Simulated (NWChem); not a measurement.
# SiH$_{4}$; SMILES [SiH4]

Program: NWChem. All runs use the structure optimised with PBE0/def2-SVP. Level: PBE0/def2-SVP with SMD (1 M gas to 1 M solution), gas-phase geometry. Reactions with the solvent are ignored.

For solvent n-hexane:

- solvation free energy (kcal/mol) = -0.4
- cavity-dispersion-structure term (kcal/mol) = -0.3

**Question.** What are these values for solvent water?

**Answer.** The solvation free energy (kcal/mol) is 2.1. The cavity-dispersion-structure term (kcal/mol) is 2.2.
